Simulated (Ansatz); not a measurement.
**BGeH$_{3}$⁺ (H-bridged), doublet: reading a ladder of total energies**

Geometry: that of the BGeH3 (H-bridged), singlet, kept fixed.

```yaml
atoms:
  - { symbol: Ge, position_ang: [-0.0022, 0.0000, 0.3187] }
  - { symbol: B, position_ang: [-0.0666, 0.0000, -1.6292] }
  - { symbol: H, position_ang: [1.1607, 0.0000, -1.0289] }
  - { symbol: H, position_ang: [-0.1421, -1.0387, -2.2309] }
  - { symbol: H, position_ang: [-0.1421, 1.0387, -2.2309] }
```

Basis cc-pVDZ; Ansatz 0.2.0. Correlated methods freeze the noble-gas cores and the filled d shells of p-block atoms, which leaves 9 electrons in 41 orbitals. Prefix R: restricted or restricted open-shell reference; prefix U: unrestricted. No spin–orbit coupling is included, and no scalar relativity.

Full CI isn't at hand for all of this; UCCSDT(Q) serves as the reference, and is uncertain by about the last step of the cluster series.

Runs differ by some tens of microhartree through their thresholds and, for an open shell, their frozen cores, so steps under 0.03 kcal/mol mean nothing.

```csv
level,total energy (hartree)
UHF,-2101.403911
UMP2,-2101.551540
UCCSD,-2101.588410
UCCSD(T),-2101.594112
UCCSDT,-2101.595328
UCCSDT(Q),-2101.595594
```

Question: What is the correlation energy at UCCSDT(Q), and what share of it do UMP2 and UCCSD(T) recover?

Answer: E(corr) = -2101.595594 − (-2101.403911) = -0.191683 hartree = -5.216 eV. UMP2: -0.147629 / -0.191683 = 77.02 %. UCCSD(T): -0.190201 / -0.191683 = 99.23 %.

Question: By how many kcal/mol does UCCSD(T) miss UCCSDT(Q) (1 hartree = 627.509 kcal/mol), and which steps make up the rest?

Answer: -2101.594112 − (-2101.595594) = 0.001482 hartree = 0.93 kcal/mol. Steps: UCCSDT − UCCSD(T) = -0.76, UCCSDT(Q) − UCCSDT = -0.17 kcal/mol. Differences between like states or geometries often cancel part of this.
